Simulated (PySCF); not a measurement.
# SF: a composite coupled-cluster curve

Aim: bond length, wavenumber and bond energy of SF near the limit of CCSD(T), built from two basis sets and any small corrections listed.

Program: PySCF 2.14.0. Level of theory: CCSD(T) on ROHF, no relativity in the base curves; scalar relativity is added as a correction. These are calculated values, not measurements.

2 further runs of the same task are left out: 2 set aside as unsound or not needed.

## (1) The job

```
molecule             : SF
state                : doublet, unpaired electrons π ↑
smaller basis        : S cc-pV(T+d)Z, F cc-pVTZ
larger basis         : S cc-pV(Q+d)Z, F cc-pVQZ
frozen core orbitals : 6
extrapolation        : correlation as n⁻³ (n = 3, 4), Hartree–Fock as (n+1)·exp(−9√n)
corrections          : core–valence correlation, scalar relativity
distances (Å)        : 1.4100, 1.4741, 1.5382, 1.6023, 1.6664, 1.7465, 1.8266
masses (u)           : 31.9721, 18.9984
dissociation limit   : S + F
```

Command:

```console
$ OMP_NUM_THREADS=4 python comp.py task.json out
```

## (2) The runs

Before running it: what results should come out? Wanted: for each run, Re; ωe; ωexe; αe; De.

The runs gave:

```csv
level,Re (Å),ωe (cm⁻¹),ωexe (cm⁻¹),αe (cm⁻¹),De (eV)
CCSD(T)/cc-pVTZ(-PP),1.6041,839.7,4.52,0.00437,3.356
CCSD(T)/cc-pVQZ(-PP),1.6000,843.9,4.45,0.00433,3.552
HF/CBS,1.5658,922.7,3.99,0.00405,1.691
MP2/CBS,1.5959,855.4,4.20,0.00423,3.884
CCSD/CBS,1.5891,869.8,4.21,0.00420,3.452
CCSD(T)/CBS,1.5983,846.3,4.40,0.00432,3.653
CCSD(T)/CBS+CV,1.5959,848.2,4.41,0.00433,3.662
CCSD(T)/CBS+CV+SR,1.5966,846.4,4.39,0.00432,3.652
```

The last step gives Re = 1.5966 Å, ωe = 846.4 cm⁻¹ and De = 3.652 eV; the smaller basis alone is off from it by +7.5 mÅ and -0.30 eV. Near the minimum the mean field binds by 1.67 eV and correlation adds 1.98 eV of binding. T1 is 0.021. Spin–orbit coupling and excitations beyond (T) are left out.
